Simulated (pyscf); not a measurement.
# Multi-bond step: SnH₄ (SMILES [SnH4]) + H₂S (SMILES S) -> SnH₂ (SMILES [SnH2]) [singlet] + H₂S (SMILES S) + H₂ (SMILES [H][H])

Gas phase, singlet surface, charge 0. Bonds broken: Sn1–H2, Sn1–H3, S6–H7. Bonds formed: H2–S6, H3–H7. Structures and frequencies: ωB97X-D3(BJ)/def2-SVP in PySCF.

Transition state (Å):

```xyz
8

Sn    -1.7115    -0.4693     0.4139
H     -0.4553     1.1209     0.1544
H     -0.3366    -0.9535    -0.8672
H     -3.1069    -0.9020    -0.5266
H     -1.5979    -1.8375     1.4762
S      0.8420     1.4160    -0.7777
H      0.2821    -0.0836    -0.9820
H      0.0871     1.9152    -1.7773
```

One imaginary mode, 1731i cm⁻¹; descent along it reached the two sides named, in the forms told below.

| bond | change | reactant side (Å) | saddle | product side |
|---|---|---|---|---|
| Sn1–H2 | breaks | 1.704 | 2.043 | 3.5 |
| Sn1–H3 | breaks | 1.705 | 1.941 | 2.462 |
| S6–H7 | breaks | 1.346 | 1.614 | 2.9 |
| H2–S6 | forms | 3.5 | 1.624 | 1.346 |
| H3–H7 | forms | 3.4 | 1.074 | 0.770 |

Electronic energies relative to the separated reactants (eV):

| level | barrier | reaction energy | reverse barrier |
|---|---|---|---|
| ωB97X-D3(BJ)/def2-TZVP | 2.34 | +1.13 | 1.21 |
| PBE/def2-TZVP | 1.54 | +0.91 | 0.63 |
| r²SCAN/def2-TZVP | 1.77 | +1.05 | 0.72 |
| B3LYP-D3(BJ)/def2-TZVP | 1.91 | +0.84 | 1.06 |
| PBE0-D3(BJ)/def2-TZVP | 1.87 | +1.07 | 0.80 |
| M06-2X/def2-TZVP | 2.23 | +0.90 | 1.33 |
| ωB97M-D3(BJ)/def2-TZVP | 2.34 | +0.99 | 1.35 |
| HF/def2-TZVP | 3.44 | +0.98 | 2.46 |

With ωB97M-D3(BJ)/def2-TZVP energies and thermal terms (ideal gas, 1 atm, RRHO with modes under 100 cm⁻¹ raised to 100, one conformer, R ln 2 for chiral ones without a mode under 150 cm⁻¹), in eV:

| T (K) | ΔH‡ | ΔG‡ | ΔH | ΔG |
|---|---|---|---|---|
| 298 | 2.25 | 2.62 | +0.89 | +0.48 |
| 600 | 2.27 | 2.99 | +0.91 | +0.06 |
| 900 | 2.31 | 3.35 | +0.90 | -0.37 |
| 1200 | 2.35 | 3.69 | +0.88 | -0.79 |

On the product side the descent ends in a bound adduct (not fully relaxed), 0.35 eV under the separated species and 1.57 eV under the saddle at ωB97X-D3(BJ)/def2-TZVP. The same reactants have a lower exit, to HS–SnH₃ + H₂ (barrier +1.88 eV at ωB97M-D3(BJ)/def2-TZVP, against +2.34 eV here). This is the saddle that the search found; another between the same sides may lie lower. Elements past Kr carry the def2 core potentials, without spin-orbit coupling.
